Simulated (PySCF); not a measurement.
Run record: EPR job, `N#CC1=[C]C1` [radical].

Method: UKS B3LYP, pcH-1 on C H N, non-relativistic, mean-field spin-orbit, GIAO (PySCF 2.14.0). Geometry: GFN2-xTB. A driver script takes a list of jobs; this job's settings line and coordinates (Å) are shown.

Command:
```bash
OMP_NUM_THREADS=1 python probes_run.py task.json out
```

Input:
```
{"job": {"kind": "epr", "basis": "pcH-1"}, "charge": 0, "multiplicity": 2}
N      2.669833    -0.743624     0.000424
C      1.641462    -0.228455    -0.072550
C      0.415786     0.364332    -0.151470
C     -0.489644     1.272838    -0.352516
C     -1.134048     0.032280     0.082102
H     -1.623772    -0.613140    -0.636685
H     -1.476283    -0.079327     1.103618
```

Output:
```
UKS, coarse grid
  cycle   1  E = -208.15352492  |g| = 2.76e-01
  cycle   2  E = -207.98445737  |g| = 6.70e-01
  cycle   3  E = -208.19233343  |g| = 4.95e-02
  cycle   4  E = -208.19296803  |g| = 3.79e-02
  cycle   5  E = -208.19359910  |g| = 2.23e-02
  cycle   6  E = -208.19387285  |g| = 4.45e-03
  cycle   7  E = -208.19389840  |g| = 2.52e-03
  cycle   8  E = -208.19390837  |g| = 1.24e-03
  cycle   9  E = -208.19391322  |g| = 7.51e-04
UKS, final grid
  cycle   1  E = -208.19390584  |g| = 8.84e-04
  cycle   2  E = -208.19390587  |g| = 1.25e-03
  cycle   3  E = -208.19390671  |g| = 2.50e-04
  cycle   4  E = -208.19390684  |g| = 3.15e-04
  cycle   5  E = -208.19390703  |g| = 1.20e-04
  cycle   6  E = -208.19390704  |g| = 1.81e-05
  cycle   7  E = -208.19390704  |g| = 9.78e-06
E = -208.19390704 Eh   <S^2> = 0.7583 (exact 0.7500)
g shifts (ppm)      1          2          3
  rmc          -164       -164       -164
  gc             12         14         -8
  oz_so       -1650        452       1723
  total       -1802        302       1551
hyperfine (MHz)  atom isotope    a_iso     a_fc   dipolar eigenvalues
    0   14N       1.40       1.40     -5.80     -2.86      8.66
    1   13C      -4.22      -4.22     -6.46      1.42      5.04
    2   13C       0.11       0.11    -28.01     -7.59     35.60
    3   13C     487.79     487.79    -57.48    -38.00     95.48
    4   13C      29.70      29.70    -26.33    -24.66     50.99
    5    1H     -13.67     -13.67    -12.49     -3.41     15.89
    6    1H     -13.67     -13.67    -12.48     -3.41     15.89
```

rmc, gc and oz_so are the mass-correction, gauge-correction and orbital-Zeeman/spin–orbit parts of the g shift along its three principal axes; a_iso is the isotropic hyperfine coupling and a_fc its Fermi-contact part. Atoms in this output count from 0.

**Question.** How far is ⟨S²⟩ from the pure-spin value?

**Answer.** S = 0.5 gives S(S+1) = 0.75; the run has 0.7583, 0.0083 more.

**Question.** Get g_iso from the total shifts.

**Answer.** Their mean is 17 ppm; added to g_e = 2.002319 it gives 2.00234.

Summary of the converged run: ⟨S²⟩ 0.758; g_iso 2.0023.

Isolated species at its GFN2-xTB geometry, gas phase.

On Arm Neoverse V2, one thread, on a shared host, this took 11 s (with the writing of density and orbital grids) and 0.50 GiB of memory at its peak.
Labels such as C1 count atoms from 1, the log's own numbers from 0.
